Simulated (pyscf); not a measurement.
This saddle point was located with ωB97X-D3(BJ)/def2-SVP in PySCF.

```xyz
12

Si    -2.3898     0.5883     0.4077
S     -0.5174    -1.2397     0.3786
Si     0.9226    -0.1341    -0.7109
H     -3.2650     1.7179     0.9001
H     -3.3075    -0.5742     0.4149
H     -1.8406     1.1011    -0.8680
H      2.2469    -0.8200    -0.7004
H      0.5007     0.0474    -2.1322
H      1.1028     1.2317    -0.1226
O     -1.2986     0.8325     1.8900
H     -0.6944    -0.0299     1.7791
H     -1.6760     1.0427     2.7587
```

Surface: singlet, charge 0. Lowest wavenumbers (cm⁻¹): 276i, 85, 94, 105, 296.

Problem. What reaction is this the transition state of?

Solution. H₃Si–S–SiH₃ + water (H₂O) ⇌ silanol (HO–SiH₃) + H₃Si–SH, a four-centre exchange read from left to right: S–Si, H–O broken and O–Si, H–S formed. At ωB97M-D3(BJ)/def2-TZVP it lies +20.4 kcal/mol from the left side and +26.8 kcal/mol from the right (each side as separated species at their lowest minima found). On the product side the descent ends in a complex (not fully relaxed), 4.6 kcal/mol under the separated species and 29.7 kcal/mol under the saddle at ωB97X-D3(BJ)/def2-TZVP. One saddle was located; it need not be the lowest between these sides.
